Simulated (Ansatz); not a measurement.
# AlH+ (doublet): from Hartree-Fock to the top rungs at distance Al1–H2 = 5.588 Å, cc-pVQZ

How much of the correlation energy of AlH+ (doublet) does each wave-function method recover here?

Computed with Ansatz 0.2.0, Gaussian basis. Level: cc-pVQZ, core rule «outside noble gas», up to 5 orbitals frozen.

To be run: UHF; CCSD(T) on ROHF; CCSD(T) on UHF; BCCD(T) on ROHF; CCSDT on ROHF; CCSDT on UHF; CASSCF and MRCISD+Q, 3 electrons in 5 orbitals; CASSCF and NEVPT2, 3 electrons in 5 orbitals; Full CI.

27 further runs of the same task are left out: 4 for a known fault of the program, 17 that didn't finish, 6 set aside as unsound or not needed.

## 1. The geometry

The geometry derives from a PBE0/def2-TZVP stationary point (not a proven minimum). One bond is set to the value named and the two fragments are kept rigid.

2 atoms, charge 1, spin multiplicity 2.

Atoms are counted from 1 here; the program's logs count them from 0.

No contacts short enough for the rule that draws bonds.

## 2. UHF

Input file in.yaml:

```yaml
crystal:
  periodic: [false, false, false]
  atoms:
    - {symbol: Al, position_ang: [0.000000, 0.000000, 0.000000]}
    - {symbol: H, position_ang: [0.000000, 0.000000, 5.588000]}
basis:
  gaussian: {orbitals: cc-pVQZ}
total_charge: 1
magnetization: {spin_polarized: true, initial_magnetization: 1}
hamiltonian: {xc: hf}
output: {orbitals: {seedname: orbitals}}
```

Run with:

```bash
$ ansatz run in.yaml --threads 1 --pin off --events-out ev --progress --plain --max-ram 2393MiB
```

The runs that follow: CCSD(T) on ROHF; CCSD(T) on UHF; BCCD(T) on ROHF; CCSDT on ROHF; CCSDT on UHF; CASSCF and MRCISD+Q, 3 electrons in 5 orbitals; CASSCF and NEVPT2, 3 electrons in 5 orbitals; Full CI.

Q: Predict the results of all the runs planned. Wanted: FCI below the RHF energy; RMP2 from FCI; UMP2 from FCI; RCCSD from FCI; RCCSD(T) from FCI; UCCSD(T) from FCI; NEVPT2 valence from FCI; MRCISD+Q valence from FCI; T1 diagnostic.

The runs gave:

| quantity | value |
| --- | --- |
| FCI below the RHF energy | -1.0932 eV |
| RMP2 from FCI | +302.2 meV |
| UMP2 from FCI | +302.2 meV |
| RCCSD from FCI | +0.1 meV |
| RCCSD(T) from FCI | 0.0 meV |
| UCCSD(T) from FCI | 0.0 meV |
| NEVPT2 valence from FCI | +24.5 meV |
| MRCISD+Q valence from FCI | +3.6 meV |
| levels within 1 kcal/mol (43 meV) | RCCSD, UCCSD, RCCSD(T), UCCSD(T), BCCD(T), RCCSDT, UCCSDT, NEVPT2 valence, MRCISD valence, MRCISD+Q valence |
| T1 diagnostic | 0.008 |
| effectively unpaired electrons | 1.06 |

In words: RCCSD(T) misses by 0.0 meV, 0.0 % of the correlation energy. One determinant dominates. Of the multireference levels listed MRCISD+Q valence comes nearest in total energy (+3.6 meV), which doesn't show that its space is the better one. These misses are within one basis, not against nature; the frozen cores of restricted and unrestricted runs differ, which can shift their rows.
